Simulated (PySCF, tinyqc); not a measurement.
RHF in the sto-3g basis, for CH+, spin multiplicity 1, step by step (part 2 of 2). The lowest restricted solution is unstable here: a spin-polarised one lies 0.0081 hartree lower (PySCF). Computed by tinyqc, a small Python program that keeps every step (integrals from PySCF). Command: `OMP_NUM_THREADS=1 python tinyqc.py 27201 27202 out.jsonl` (the two numbers bound the seeds that draw the settings). One thread of a shared host (Intel(R) Xeon(R) Processor @ 2.60GHz), about 0.07 s of CPU time with the checks.

Geometry (angstrom):
```
atom        x        y        z
C     0.00000  0.00000  0.00000
H     0.00000  0.00000  1.50800
```

## Populations, bond orders and dipole

D after iteration 6, order 1C 1s, 1C 2s, 1C 2px, 1C 2py, 1C 2pz, 2H 1s:
$$\begin{pmatrix}
2.12594 & -0.50735 & 0.00000 & 0.00000 & 0.07512 & -0.02974 \\
-0.50735 & 2.05554 & 0.00000 & 0.00000 & -0.34054 & 0.03182 \\
0.00000 & 0.00000 & 0.00000 & 0.00000 & 0.00000 & 0.00000 \\
0.00000 & 0.00000 & 0.00000 & 0.00000 & 0.00000 & 0.00000 \\
0.07512 & -0.34054 & 0.00000 & 0.00000 & 1.13136 & 0.71323 \\
-0.02974 & 0.03182 & 0.00000 & 0.00000 & 0.71323 & 0.48086
\end{pmatrix}$$

overlap S, order 1C 1s, 1C 2s, 1C 2px, 1C 2py, 1C 2pz, 2H 1s:
$$\begin{pmatrix}
1.00000 & 0.24836 & 0.00000 & 0.00000 & 0.00000 & 0.02407 \\
0.24836 & 1.00000 & 0.00000 & 0.00000 & 0.00000 & 0.28248 \\
0.00000 & 0.00000 & 1.00000 & 0.00000 & 0.00000 & 0.00000 \\
0.00000 & 0.00000 & 0.00000 & 1.00000 & 0.00000 & 0.00000 \\
0.00000 & 0.00000 & 0.00000 & 0.00000 & 1.00000 & 0.30969 \\
0.02407 & 0.28248 & 0.00000 & 0.00000 & 0.30969 & 1.00000
\end{pmatrix}$$

Mulliken: Z minus the diagonal of D S on the atom; Loewdin: the same with S^(1/2) D S^(1/2); Mayer order: 2 sum_s sum (D(s) S)_ij (D(s) S)_ji over the two atoms.

Charges (e):
```
atom  Mulliken  Loewdin
1C     0.71002  0.74406
2H     0.28998  0.25594
```

Mayer bond orders:
```
pair    order
2-1   0.91591
```

dipole moment about the origin, x y z (debye): [0.00000, 0.00000, 2.79917]
